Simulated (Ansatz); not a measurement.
Born–Oppenheimer molecular dynamics of C2H6OS2 (11 atoms, charge 0, multiplicity 1). It starts from a relaxed structure.

All numbers below come from RKS PBE-D4/STO-3G in Ansatz 0.2.0.

```yaml
ensemble: NVT, Langevin thermostat
time_step: 1 fs
steps_asked: 400
set_temperature: 50 K
friction: 0.02 /fs
seed: 258721
```

First frame:

```xyz
11
Properties=species:S:1:pos:R:3
C -1.740 0.296 -0.020
S -0.565 0.243 1.377
C 0.966 0.032 0.375
O 1.182 1.292 -0.351
S 0.974 -1.415 -0.827
H -2.762 0.134 0.368
H -1.494 -0.513 -0.739
H -1.717 1.265 -0.557
H 1.782 -0.163 1.125
H 2.063 1.079 -0.862
H 1.377 -2.307 0.133
```

(1) What does the run give?

(2) What happens to the structure?

(3) How do temperature and energy run in time?

## Answers

(1) The run went to its last step.

```json
{
  "steps done": "400",
  "time covered": "400 fs",
  "mean temperature over the second half": "57 K",
  "spread of the potential energy over the second half": "1.4 meV per atom",
  "mean potential energy of the second half above the start": "5.7 meV per atom"
}
```

The mean temperature of the second half is 14 % above the set value. A run of 0.4 ps of so small a system gives no equilibrium averages. Limits of this set-up: minimal basis.

(2) The same pairs are bonded in the first frame and the last. Pairs count as bonded within 1.25 times the sum of covalent radii (0.12 Å more for H–H). The details hang on the random start.

(3) 
```csv
time (fs),T (K),potential energy less start (eV)
0.0,45,0.000
20.0,22,0.026
40.0,37,0.029
60.0,44,0.036
80.0,55,0.038
100.0,46,0.041
120.0,36,0.039
140.0,44,0.062
160.0,62,0.057
180.0,41,0.048
200.0,49,0.061
220.0,55,0.054
240.0,56,0.079
260.0,66,0.069
280.0,48,0.080
300.0,64,0.071
320.0,56,0.061
340.0,57,0.059
360.0,55,0.071
380.0,44,0.065
400.0,40,0.066
```

Time of the run: 11 min on 1 CPU thread of a shared host.
